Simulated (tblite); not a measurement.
Compound: C4H7N.
Z-matrix (Å and degrees, GFN2-xTB geometry), rows numbered from 1:
```
C 
C   1  1.3074
C   2  1.4647  1  148.84
C   2  1.4689  1  148.69  3  -177.89
N   4  1.4375  2  118.23  3  -106.23
H   1  1.0786  2  121.66  3    -1.74
H   1  1.0784  2  121.79  3   178.35
H   3  1.0803  2  117.48  4   106.47
H   3  1.0808  2  119.54  4  -107.67
H   4  1.0954  2  116.60  3   105.83
H   5  1.0142  4  111.07  2   -80.58
H   5  1.0145  4  110.92  2   158.75
```

Method: GFN2-xTB as coded in tblite; computed harmonic values from a numerical Hessian at the method's own geometry, unscaled. The method is semi-empirical: single wavenumbers can be off by several per cent or more. One conformer, not necessarily the lowest.

Harmonic wavenumbers (cm⁻¹): 176.6, 198.6, 325.8, 367.2, 454.3, 668.0, 805.4, 835.7, 877.8, 884.5, 954.5, 991.2, 1045.7, 1047.7, 1095.2, 1118.5, 1189.2, 1215.6, 1326.3, 1402.9, 1436.9, 1555.6, 1890.0, 2871.2, 3066.8, 3078.0, 3084.3, 3093.4, 3383.6, 3410.4.

A = 9750, B = 4182, C = 3262 MHz; mass 69.058 u (most abundant isotopes); point group C1, symmetry number 1.

Task: What is the zero-point energy?

Result: Half the sum of the wavenumbers: 21925 cm⁻¹ = 262.29 kJ/mol.

Task: Give the ideal-gas entropy at 400 K and 1 bar in the rigid-rotor, harmonic-oscillator model (classical rotation).

Result: Translation 167.78, rotation 109.50, vibration 60.33: S = 337.6 J/(mol K).

Task: And Cp and H(400 K) − H(0)?

Result: Cp = 119.32 J/(mol K), of which vibrations give 86.06 (their classical limit is 30 R = 249.4); H(400 K) − H(0) = 28.08 kJ/mol without the zero-point energy, 14.78 from vibrations.

Task: What must be added to the electronic energy to get the Gibbs energy at 400 K and 1 bar?

Result: ZPE + [H(400 K) − H(0)] − T·S = 262.29 + 28.08 − 135.04 = 155.33 kJ/mol.

Task: How do the functions run with temperature in this model?

Result: 
```csv
T (K),S (J/(mol K)),Cp (J/(mol K)),H − H(0) (kJ/mol),G − H(0) (kJ/mol),ln q(vib)
100,236.4,46.1,3.72,-19.92,0.16
200,274.9,67.7,9.40,-45.59,0.84
300,307.1,93.4,17.43,-74.71,1.75
500,366.7,141.5,41.16,-142.19,3.96
800,444.1,187.3,91.12,-264.18,7.60
1000,488.2,207.4,130.69,-357.50,9.98
```

q(vib) and H(0) count from the zero-point level.

Task: Which modes carry the vibrational entropy at 400 K?

Result: 176.6 cm⁻¹: 12.23; 198.6 cm⁻¹: 11.29; 325.8 cm⁻¹: 7.46; 367.2 cm⁻¹: 6.58; 454.3 cm⁻¹: 5.10; 668.0 cm⁻¹: 2.78 J/(mol K); the other 24 give 14.91 together.

Hindered rotation and anharmonicity are outside this model. Other conformers, if any are populated, would add a mixing term that is left out. The structure is chiral; the term R ln 2 for an equal mix with its mirror image is left out.
